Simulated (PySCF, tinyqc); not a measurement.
CCSD on RHF in the sto-3g basis, frozen core, for CH2, spin multiplicity 1, step by step. The lowest restricted solution is unstable here: a spin-polarised one lies 0.0292 hartree lower (PySCF). One step of it, computed by the program tinyqc.

Problem. Iteration 1: building the Fock matrix. J_ij = sum D_kl (ij|kl), K_ij = sum D_kl (ik|jl); F = H + J - 0.5 K; E = tr D H + tr D J / 2 - 0.25 tr D K + E_nn.

D at the start, lower triangle:
```
,1C 1s,1C 2s,1C 2px,1C 2py,1C 2pz,2H 1s,3H 1s
1C 1s,2.141666
1C 2s,-0.505372,2.056779
1C 2px,0.000000,0.000000,0.658601
1C 2py,0.000000,0.000000,0.000000,0.596896
1C 2pz,0.015391,-0.055951,0.000000,0.000000,0.624311
2H 1s,-0.023782,0.084519,0.000000,0.049269,0.024057,0.952632
3H 1s,-0.023782,0.084519,0.000000,-0.049269,0.024057,0.047337,0.952632
```

core Hamiltonian H = T + V (hartree), lower triangle:
```
,1C 1s,1C 2s,1C 2px,1C 2py,1C 2pz,2H 1s,3H 1s
1C 1s,-18.703367
1C 2s,-4.512013,-5.636530
1C 2px,0.000000,0.000000,-4.509254
1C 2py,0.000000,0.000000,0.000000,-4.664157
1C 2pz,-0.018968,-0.196943,0.000000,0.000000,-4.594277
2H 1s,-1.056037,-2.355642,0.000000,-1.562150,-1.208629,-3.531233
3H 1s,-1.056037,-2.355642,0.000000,1.562150,-1.208629,-0.763762,-3.531233
```

Two-electron integrals (ij|kl) in chemists' order, unique and non-zero (hartree):
```
i,j,k,l,(ij|kl)
1,1,1,1,3.541948
2,1,1,1,0.576921
2,1,2,1,0.111888
2,2,1,1,0.854682
2,2,2,1,0.205284
2,2,2,2,0.624709
3,1,3,1,0.020296
3,2,3,1,0.030858
3,2,3,2,0.137996
3,3,1,1,0.852436
3,3,2,1,0.205335
3,3,2,2,0.624568
3,3,3,3,0.672833
4,1,4,1,0.020296
4,2,4,1,0.030858
4,2,4,2,0.137996
4,3,4,3,0.036269
4,4,1,1,0.852436
4,4,2,1,0.205335
4,4,2,2,0.624568
4,4,3,3,0.600295
4,4,4,4,0.672833
5,1,5,1,0.020296
5,2,5,1,0.030858
5,2,5,2,0.137996
5,3,5,3,0.036269
5,4,5,4,0.036269
5,5,1,1,0.852436
5,5,2,1,0.205335
5,5,2,2,0.624568
5,5,3,3,0.600295
5,5,4,4,0.600295
5,5,5,5,0.672833
6,1,1,1,0.134638
6,1,2,1,0.025948
6,1,2,2,0.047499
6,1,3,3,0.047336
6,1,4,1,0.001280
6,1,4,2,0.002377
6,1,4,4,0.047663
6,1,5,1,0.000948
6,1,5,2,0.001761
6,1,5,4,0.000242
6,1,5,5,0.047515
6,1,6,1,0.006155
6,2,1,1,0.315441
6,2,2,1,0.076740
6,2,2,2,0.256052
6,2,3,3,0.249986
6,2,4,1,0.005873
6,2,4,2,0.040044
6,2,4,4,0.261584
6,2,5,1,0.004351
6,2,5,2,0.029667
6,2,5,4,0.008593
6,2,5,5,0.256352
6,2,6,1,0.018557
6,2,6,2,0.136286
6,3,3,1,0.007898
6,3,3,2,0.041352
6,3,4,3,0.007887
6,3,5,3,0.005843
6,3,6,3,0.016997
6,4,1,1,0.213605
6,4,2,1,0.052648
6,4,2,2,0.186272
6,4,3,3,0.176859
6,4,4,1,0.011419
6,4,4,2,0.068461
6,4,4,4,0.200553
6,4,5,1,0.002609
6,4,5,2,0.020084
6,4,5,4,0.011711
6,4,5,5,0.181206
6,4,6,1,0.013346
6,4,6,2,0.117822
6,4,6,4,0.117014
6,5,1,1,0.158252
6,5,2,1,0.039005
6,5,2,2,0.138002
6,5,3,3,0.131028
6,5,4,1,0.002609
6,5,4,2,0.020084
6,5,4,4,0.136896
6,5,5,1,0.009830
6,5,5,2,0.056231
6,5,5,4,0.012235
6,5,5,5,0.145936
6,5,6,1,0.009887
6,5,6,2,0.087290
6,5,6,4,0.074099
6,5,6,5,0.071894
6,6,1,1,0.461367
6,6,2,1,0.114169
6,6,2,2,0.432255
6,6,3,3,0.409216
6,6,4,1,0.011193
6,6,4,2,0.101700
6,6,4,4,0.453515
6,6,5,1,0.008293
6,6,5,2,0.075346
6,6,5,4,0.032819
6,6,5,5,0.433531
6,6,6,1,0.028039
6,6,6,2,0.288199
6,6,6,4,0.275502
6,6,6,5,0.204109
6,6,6,6,0.774606
7,1,1,1,0.134638
7,1,2,1,0.025948
7,1,2,2,0.047499
7,1,3,3,0.047336
7,1,4,1,-0.001280
7,1,4,2,-0.002377
7,1,4,4,0.047663
7,1,5,1,0.000948
7,1,5,2,0.001761
7,1,5,4,-0.000242
7,1,5,5,0.047515
7,1,6,1,0.005980
7,1,6,2,0.017535
7,1,6,4,0.011432
7,1,6,5,0.009352
7,1,6,6,0.025986
7,1,7,1,0.006155
7,2,1,1,0.315441
7,2,2,1,0.076740
7,2,2,2,0.256052
7,2,3,3,0.249986
7,2,4,1,-0.005873
7,2,4,2,-0.040044
7,2,4,4,0.261584
7,2,5,1,0.004351
7,2,5,2,0.029667
7,2,5,4,-0.008593
7,2,5,5,0.256352
7,2,6,1,0.017535
7,2,6,2,0.101150
7,2,6,4,0.062201
7,2,6,5,0.063117
7,2,6,6,0.169935
7,2,7,1,0.018557
7,2,7,2,0.136286
7,3,3,1,0.007898
7,3,3,2,0.041352
7,3,4,3,-0.007887
7,3,5,3,0.005843
7,3,6,3,0.011921
7,3,7,3,0.016997
7,4,1,1,-0.213605
7,4,2,1,-0.052648
7,4,2,2,-0.186272
7,4,3,3,-0.176859
7,4,4,1,0.011419
7,4,4,2,0.068461
7,4,4,4,-0.200553
7,4,5,1,-0.002609
7,4,5,2,-0.020084
7,4,5,4,0.011711
7,4,5,5,-0.181206
7,4,6,1,-0.011432
7,4,6,2,-0.062201
7,4,6,4,-0.027352
7,4,6,5,-0.038008
7,4,6,6,-0.095228
7,4,7,1,-0.013346
7,4,7,2,-0.117822
7,4,7,4,0.117014
7,5,1,1,0.158252
7,5,2,1,0.039005
7,5,2,2,0.138002
7,5,3,3,0.131028
7,5,4,1,-0.002609
7,5,4,2,-0.020084
7,5,4,4,0.136896
7,5,5,1,0.009830
7,5,5,2,0.056231
7,5,5,4,-0.012235
7,5,5,5,0.145936
7,5,6,1,0.009352
7,5,6,2,0.063117
7,5,6,4,0.038008
7,5,6,5,0.050501
7,5,6,6,0.112965
7,5,7,1,0.009887
7,5,7,2,0.087290
7,5,7,4,-0.074099
7,5,7,5,0.071894
7,6,1,1,0.094016
7,6,2,1,0.022995
7,6,2,2,0.080388
7,6,3,3,0.077990
7,6,4,4,0.080146
7,6,5,1,0.002100
7,6,5,2,0.015608
7,6,5,5,0.082947
7,6,6,1,0.005456
7,6,6,2,0.039631
7,6,6,4,0.029564
7,6,6,5,0.027843
7,6,6,6,0.080140
7,6,7,1,0.005456
7,6,7,2,0.039631
7,6,7,4,-0.029564
7,6,7,5,0.027843
7,6,7,6,0.014094
7,7,1,1,0.461367
7,7,2,1,0.114169
7,7,2,2,0.432255
7,7,3,3,0.409216
7,7,4,1,-0.011193
7,7,4,2,-0.101700
7,7,4,4,0.453515
7,7,5,1,0.008293
7,7,5,2,0.075346
7,7,5,4,-0.032819
7,7,5,5,0.433531
7,7,6,1,0.025986
7,7,6,2,0.169935
7,7,6,4,0.095228
7,7,6,5,0.112965
7,7,6,6,0.291002
7,7,7,1,0.028039
7,7,7,2,0.288199
7,7,7,4,-0.275502
7,7,7,5,0.204109
7,7,7,6,0.080140
7,7,7,7,0.774606
```

nuclear repulsion = 5.94349740 hartree

Give: Coulomb J; exchange K; Fock matrix F; total energy of this density.

Solution.

Coulomb J (hartree), lower triangle:
```
,1C 1s,1C 2s,1C 2px,1C 2py,1C 2pz,2H 1s,3H 1s
1C 1s,11.4019
1C 2s,2.1880,5.0451
1C 2px,0.0000,0.0000,4.9934
1C 2py,0.0000,0.0000,0.0000,5.0827
1C 2pz,0.0160,0.1498,0.0000,0.0000,5.0422
2H 1s,0.5098,2.1059,0.0000,1.5394,1.1826,3.7138
3H 1s,0.5098,2.1059,0.0000,-1.5394,1.1826,0.6682,3.7138
```

exchange K (hartree), lower triangle:
```
,1C 1s,1C 2s,1C 2px,1C 2py,1C 2pz,2H 1s,3H 1s
1C 1s,7.2794
1C 2s,1.2702,1.9357
1C 2px,0.0000,0.0000,0.8324
1C 2py,0.0000,0.0000,0.0000,1.0273
1C 2pz,0.0223,0.1774,0.0000,0.0000,0.9380
2H 1s,0.3277,1.0089,0.0000,0.4832,0.4114,1.2393
3H 1s,0.3277,1.0089,0.0000,-0.4832,0.4114,0.4208,1.2393
```

Fock matrix F (hartree), lower triangle:
```
,1C 1s,1C 2s,1C 2px,1C 2py,1C 2pz,2H 1s,3H 1s
1C 1s,-10.9411
1C 2s,-2.9591,-1.5593
1C 2px,0.0000,0.0000,0.0680
1C 2py,0.0000,0.0000,0.0000,-0.0951
1C 2pz,-0.0141,-0.1359,0.0000,0.0000,-0.0211
2H 1s,-0.7101,-0.7542,0.0000,-0.2644,-0.2317,-0.4371
3H 1s,-0.7101,-0.7542,0.0000,0.2644,-0.2317,-0.3060,-0.4371
```

total energy of this density = -38.252660 hartree

This density is the starting one; it is not idempotent, so its energy is not variational and may lie below the converged one.
